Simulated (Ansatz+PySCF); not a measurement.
The numbers below are computed, except where a source is named.
A run of PySCF 2.14.0 on doublet CH4S(+) at this shape:

```xyz
6

C    -1.2315    0.0231    0.0236
H    -1.7070    0.9764    0.2069
H    -1.7588   -0.9085   -0.1278
S     0.5792   -0.0806   -0.0812
H     0.8932    1.2383   -0.1730
H     0.9443   -0.1703    1.2369
```

Its results:

- Converged: yes
- Reference energy: -437.42530 hartree
- Correlation energy: -0.31780 hartree
- Total energy: -437.74311 hartree
- Spin squared of the determinant: 0.767

Q: Which input gives this output? Name the method, the orbitals and the basis set, and write the input.

A: UHF-MP2 in cc-pVTZ on H, C; cc-pV(T+d)Z on S.

```python
from pyscf import gto, scf, mp

# the (T+d) and (D+d) sets load through basis_set_exchange
mol = gto.M(atom="""
C -1.231540 0.023130 0.023640
H -1.706990 0.976430 0.206870
H -1.758760 -0.908530 -0.127760
S 0.579170 -0.080560 -0.081200
H 0.893190 1.238320 -0.172970
H 0.944310 -0.170280 1.236850
""", basis={'C': 'cc-pvtz', 'H': 'cc-pvtz', 'S': 'cc-pv(t+d)z'}, charge=1, spin=1)
mf = scf.UHF(mol)
mf.kernel()
pt = mp.MP2(mf, frozen=6).run()
print(mf.e_tot, pt.e_corr, pt.e_tot)
```
